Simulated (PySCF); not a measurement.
dimethyl sulfide cation (C₂H₆S), SMILES CSC (connectivity only; charge and spin as stated), charge +1, multiplicity 2.

Coordinates come from a B3LYP-D3(BJ)/def2-TZVP optimisation. The multiplicity is an assumed one; other spin states were not compared.

Calculation: PySCF with TDA-CAM-B3LYP/def2-SVPD.

Vertical excitations. Isolated molecule, no solvent.

Computed excitation energies, oscillator strengths and character:
```
state    energy (eV)  λ (nm)      f                                                      main pairs
-------  -----------  ------  -----  --------------------------------------------------------------
root 1          2.56     483  0.001                                                β HOMO→LUMO 98 %
root 2          4.29     289  0.000                                              β HOMO−1→LUMO 93 %
root 3          5.51     225  0.045                                              β HOMO−2→LUMO 98 %
root 4          5.98     208  0.000                                              β HOMO−3→LUMO 92 %
root 5          6.49     191  0.036                                              β HOMO−4→LUMO 97 %
root 6          6.50     191  0.003                                              β HOMO−5→LUMO 98 %
root 7          7.57     164  0.000                                                α HOMO→LUMO 93 %
root 8          8.05     154  0.000                          α HOMO−1→LUMO 38 %, β HOMO→LUMO+1 51 %
root 9          8.29     150  0.000                          α HOMO→LUMO+2 47 %, α HOMO→LUMO+1 41 %
root 10         9.08     137  0.000  α HOMO−1→LUMO+2 26 %, α HOMO−1→LUMO+1 21 %, β HOMO→LUMO+3 31 %
```
Unrestricted roots are not spin-pure.
